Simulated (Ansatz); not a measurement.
1T (CdI2-type) HfS2, treated with PBE-D4 (PAW; Ansatz, a program for electronic structure).

Numerical settings: plane-wave cutoff 520 eV, 12×12×6 k mesh (along the axes of the cell as run), Fermi–Dirac smearing 0.01 eV, scalar-relativistic PAW data made under PBE.

Starting structure:

```xyz
3
Lattice="3.6300 0.0000 0.0000 -1.8150 3.1437 0.0000 0.0000 0.0000 5.8500" Properties=species:S:1:pos:R:3 pbc="T T T"
Hf     0.0000     0.0000     0.0000
S      0.0000     2.0958     1.4625
S      1.8150     1.0479     4.3875
```

Problem. Into what structure does the relaxation of cell and atoms lead at this level, with the symmetry of the start kept?

Solution. The volume falls by 0.6 %; final space group P-3m1.
```xyz
3
Lattice="3.6162 0.0000 0.0000 -1.8081 3.1317 0.0000 0.0000 0.0000 5.8615" Properties=species:S:1:pos:R:3 pbc="T T T"
Hf     0.0000     0.0000     0.0000
S      0.0000     2.0878     1.4537
S      1.8081     1.0439     4.4077
```
